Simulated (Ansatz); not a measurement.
Geometry optimisation, RKS PBE0/def2-SVP in Ansatz.

The input (input.yaml):

```yaml
crystal:
  periodic: [false, false, false]
  atoms:
    - { symbol: Si, position_ang: [0.0, 0.0, 0.0] }
    - { symbol: H, position_ang: [0.0, 0.0, 1.81] }
    - { symbol: H, position_ang: [1.3768, 0.0, -0.4862] }
    - { symbol: H, position_ang: [-0.6877, 1.1914, -0.4862] }
    - { symbol: H, position_ang: [-0.6877, -1.1914, -0.4862] }
    - { symbol: O, position_ang: [-1.879, 0.0, 0.6243] }
    - { symbol: H, position_ang: [-2.4241, -0.6297, 0.053] }
    - { symbol: H, position_ang: [-0.9605, 0.0, 1.7351] }
basis:
  gaussian: { orbitals: def2-SVP }
hamiltonian:
  xc: pbe0
relax:
  f_tol: 0.15
  max_steps: 25
  restrain:
    - { distance: [0, 5], at: 1.68, k: 30.0 }
    - { distance: [7, 1], at: 0.66, k: 30.0 }
    - { distance: [0, 1], at: 2.66, k: 30.0 }
    - { distance: [7, 5], at: 2.21, k: 30.0 }
output:
  orbitals: {}
```

Launched with:

```bash
$ ansatz run input.yaml --threads 1 --pin off --max-ram 2048MiB --backend cpu --events-out ev --progress --plain --runs-dir out
```

Question: Where does it end, and by what steps?

Answer: It converged. The restraints hold the end off the free minimum. After 11 steps the energy has fallen by 3.819 eV (the restraints' own energy left out); H3 moved furthest, 0.98 Å. Joined: H2–H8 (0.96 → 0.72 Å).

```csv
step,energy less start (eV),largest force component (eV/Å),accepted
0,0.0000,3.312,yes
1,-0.2058,2.929,yes
2,-0.6458,3.181,yes
3,-1.8715,2.623,yes
4,-2.6710,2.032,yes
5,-3.2331,1.468,yes
6,-3.6345,1.205,yes
7,-3.7715,1.627,yes
8,-3.8340,0.636,yes
9,-3.8223,1.571,yes
10,-3.8158,1.738,yes
11,-3.8189,1.750,yes
```

```xyz
8
Properties=species:S:1:pos:R:3
Si -0.446 0.051 -0.485
H -0.011 -0.177 2.147
H 0.812 0.004 0.311
H -0.419 1.294 -1.304
H -0.452 -1.149 -1.380
O -1.861 0.107 0.407
H -2.185 -0.718 0.777
H -0.700 -0.041 2.292
```

Time of the run: 19 s on 1 thread of Arm Neoverse V2, with other jobs on the host, peak memory 0.11 GiB.
